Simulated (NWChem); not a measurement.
Isomers of C4H6, each optimised at PBE0/def2-SVP with NWChem, gas phase unless a solvent is named. Flexible species stand in one conformer each, which need not be the lowest.  Relative energies count from the lowest isomer at each level and are electronic, without zero-point energy, on those geometries.

A: C=CC=C
B: C=C=CC
C: C#CCC

```json
[
 {"quantity": "relative energy, B3LYP/def2-SVP (kcal/mol)", "A": "0.0", "B": "11.2", "C": "16.1"},
 {"quantity": "dipole (D), PBE0/def2-SVP", "A": "0.00", "B": "0.44", "C": "0.77"},
 {"quantity": "orbital gap (eV), PBE0/def2-SVP", "A": "5.98", "B": "7.68", "C": "8.84"}
]
```
